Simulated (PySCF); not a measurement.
Two species compared at the same levels of theory.

First species: C₃H₆F₂.
SMILES: `FC[C@@H](F)C`

Second species: (CH3)2CF2, C₃H₆F₂.
InChI=1S/C3H6F2/c1-3(2,4)5/h1-2H3

Levels: CAM-B3LYP/def2-SVPD for dipole moment, HOMO energy, LUMO energy, HOMO–LUMO gap, static isotropic polarisability and electronic spatial extent ⟨r²⟩ about the centre of nuclear charge; TDDFT CAM-B3LYP/def2-SVPD for lowest singlet excitation; TDA CAM-B3LYP/def2-SVPD for lowest triplet excitation (Tamm–Dancoff); GFN2-xTB for rotational constant A and rotational constant C. Geometries: GFN2-xTB. All species are isolated and taken at one optimised geometry, non-relativistic unless stated. Electronic properties by PySCF.

Dipoles, sizes and rotational constants follow the conformer. The torsions of the flexible species, by atom-mapped SMILES:
- `[CH3:1][C@H:2]([F:3])[CH2:4][F:5]`: C1–C2–C4–F5 -70°

Values for the first species:

```
Dipole moment                                                     : 0.60 D
HOMO energy                                                       : -10.90 eV
LUMO energy                                                       : 1.42 eV
HOMO–LUMO gap                                                     : 12.32 eV
Lowest singlet excitation                                         : 9.08 eV
Lowest triplet excitation (Tamm–Dancoff)                          : 8.63 eV
Static isotropic polarisability                                   : 40.2 au
Electronic spatial extent ⟨r²⟩ about the centre of nuclear charge : 451 bohr²
Rotational constant A                                             : 8.073 GHz
Rotational constant C                                             : 2.686 GHz
```

Question: Estimate the same properties for the second species, and the change in each.

Answer: 
```json
{"property": "dipole moment", "first": "0.60 D", "second": "2.55 D", "second less first": "+1.95 D"}
{"property": "HOMO energy", "first": "-10.90 eV", "second": "-11.08 eV", "second less first": "-0.18 eV"}
{"property": "LUMO energy", "first": "1.42 eV", "second": "1.23 eV", "second less first": "-0.19 eV"}
{"property": "HOMO–LUMO gap", "first": "12.32 eV", "second": "12.31 eV", "second less first": "-0.01 eV"}
{"property": "lowest singlet excitation", "first": "9.08 eV", "second": "9.29 eV", "second less first": "+0.21 eV"}
{"property": "lowest triplet excitation (Tamm–Dancoff)", "first": "8.63 eV", "second": "9.14 eV", "second less first": "+0.51 eV"}
{"property": "static isotropic polarisability", "first": "40.2 au", "second": "40.2 au", "second less first": "0.0 au"}
{"property": "electronic spatial extent ⟨r²⟩ about the centre of nuclear charge", "first": "451 bohr²", "second": "385 bohr²", "second less first": "-66 bohr²"}
{"property": "rotational constant A", "first": "8.073 GHz", "second": "5.133 GHz", "second less first": "-2.940 GHz"}
{"property": "rotational constant C", "first": "2.686 GHz", "second": "4.757 GHz", "second less first": "+2.071 GHz"}
```

On the first: No computed singlet falls in the visible range (750 to 380 nm, 1.65 to 3.26 eV); S1 lies 5.82 eV above its blue end. The dipole matches unit charges of opposite sign 0.12 Å apart (1 e·Å = 4.8032 D).

On the second: The principal polarisabilities are 38.5, 39.4 and 42.6 au; their mean is the isotropic value. S1 lies 3.02 eV below the HOMO–LUMO gap; its leading configuration is HOMO→LUMO, weight 0.95.
